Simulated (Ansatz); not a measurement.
Energy needed to pull apart CH4OS (SMILES OCS), closed shell, into free ground-state atoms, from the structure below (displaced at random from a GFN2-xTB minimum); no zero-point or spin–orbit terms; open-shell atoms are treated unrestricted, in their ground-state multiplicity.

O1  (-1.117, -0.430, -0.158)
C2  (-0.181, 0.417, 0.006)
S3  (1.385, -0.259, 0.087)
H4  (-1.018, -0.884, -1.129)
H5  (-0.302, 1.174, -0.800)
H6  (-0.479, 0.883, 0.860)
H7  (1.385, -1.102, 1.352)
(Å)

Ansatz 0.2.0; basis: def2-TZVPP; cores frozen in the correlated methods.

```
   method  atomization energy (eV)
   PBE-D4                    24.02
  BLYP-D4                    23.35
r2SCAN-D4                        ?
   B97M-V                        ?
  PBE0-D4                    23.40
  wB97M-V                    23.49
       HF                    15.52
      MP2                    22.99
     CCSD                    22.20
  CCSD(T)                    22.61
```

(1) What does B97M-V give? (An estimate is asked for; the value comes from the calculation.)

(2) What does r2SCAN-D4 give? (An estimate is asked for; the value comes from the calculation.)

T1 diagnostic: at most 0.012.

Answers

(1) The calculation gives: 23.45 eV, which is about 0.83 eV more than CCSD(T)/def2-TZVPP.

(2) By the calculation: 23.43 eV, which is about 0.81 eV more than CCSD(T)/def2-TZVPP.

In triple zeta the MP2 and coupled-cluster atomization energies are still short of their basis limit by a few kcal/mol a bond, whereas those of the functionals are nearly converged, so these differences are not deviations from converged CCSD(T).

For scale, one of the runs: CCSD(T)/def2-TZVPP forces, 160 basis functions (an equivalent command: `ansatz run in.yaml --threads 4`). The run took 73 s on 4 CPU threads (shared host), with 2.2 GiB of host memory at its peak.
